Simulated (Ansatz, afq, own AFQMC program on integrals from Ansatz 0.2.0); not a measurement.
Integrals from Ansatz 0.2.0, then the random walk in our own AFQMC program (afq).

```yaml
crystal:
  periodic: [false, false, false]
  atoms:
    - {symbol: Si, position_ang: [-0.072260, 0.000000, 1.484144]}
    - {symbol: Al, position_ang: [0.039097, 0.000000, -1.733004]}
    - {symbol: H, position_ang: [0.483441, -1.525984, 2.518111]}
    - {symbol: H, position_ang: [0.483441, 1.525984, 2.518111]}
basis:
  gaussian: {orbitals: cc-pVDZ}
magnetization: {spin_polarized: true, initial_magnetization: 1}
correlation: {method: ccsd_t, electrons: outside_noble_gas, hamiltonian_folder: ham}
```

```sh
$ ansatz run in.yaml --threads 1 --pin off --events-out ev --progress --plain --max-ram 1382MiB
```

Options of the walk:

```
--method phaseless --trial hf --walkers 120 --populations 1 --least-time 40 --time-step 0.005 --steps-per-block 20 --equilibration-blocks 160 --max-blocks 600 --target-error 0.00216 --factor-cut 1e-05 --start spin_pure --seed 7998 --taylor-order 6
```

Times are imaginary, in 1/Eh. The walk had a cap of 1011 s.

```
orbitals 36  electrons 5 4  factors 246 of 455
reference energy -531.85888058 Eh
CCSD correlation -0.17525505 Eh in 18 cycles, weight of the determinant in the CISD state 0.8166
energy of the start -531.860096 Eh
 block  time / (1/Eh)  mean weight  energy / Eh
     1     0.100  1.0004  -531.879747
     2     0.200  1.0009  -531.897811
     3     0.300  1.0018  -531.911849
     4     0.400  0.9997  -531.923740
     5     0.500  1.0011  -531.934441
     9     0.900  1.0022  -531.969832
    43     4.300  1.0000  -532.053567
    57     5.700  0.9990  -532.006771
    99     9.900  1.0004  -532.034043
   155    15.500  1.0012  -532.040014
   211    21.100  0.9985  -532.025794
   225    22.500  1.0007  -532.062722
   267    26.700  0.9996  -532.050658
   323    32.300  0.9983  -532.027623
   379    37.900  0.9985  -532.060738
   435    43.500  0.9997  -532.041273
   491    49.100  1.0007  -532.040836
   547    54.700  1.0016  -532.029482
blocks merged  error / Eh  count
     1  0.000676  400
     2  0.000885  200
     4  0.001108  100
     8  0.001407  50
    16  0.001843  25
    32  0.002459  12
energy -532.040875 +/- 0.001843 Eh
(rows thinned)
```

Question: Estimate how long the walk took on 1 thread of Intel(R) Xeon(R) Processor @ 2.50GHz (Skylake/Cascade Lake) (shared host).

Answer: 6.8 min of wall time.

The run failed at least one of its tests; the cautions name the faults.

Against this walk (error 50.1 meV) on the same determinant: CCSD(T) 3.4 meV lower (within the noise), CCSDT(Q) 85.3 meV lower (within the noise). The error is statistical and leaves out the bias of the constraint. None of these is a sure reference here.

Cautions: constraint bias not in the error; error not settled; unrestricted determinant slightly spin contaminated (⟨S²⟩ 0.85 against 0.75).

CCSDT and higher add their correlation energy to the determinant of the CCSD(T) run, since their own runs factorise the integrals more tightly (a shift of under 2 meV). A walk keeps the symmetry of its determinant, which the program's search chose and which needn't be the lowest solution, so a lower state of the same spin and another symmetry isn't excluded.
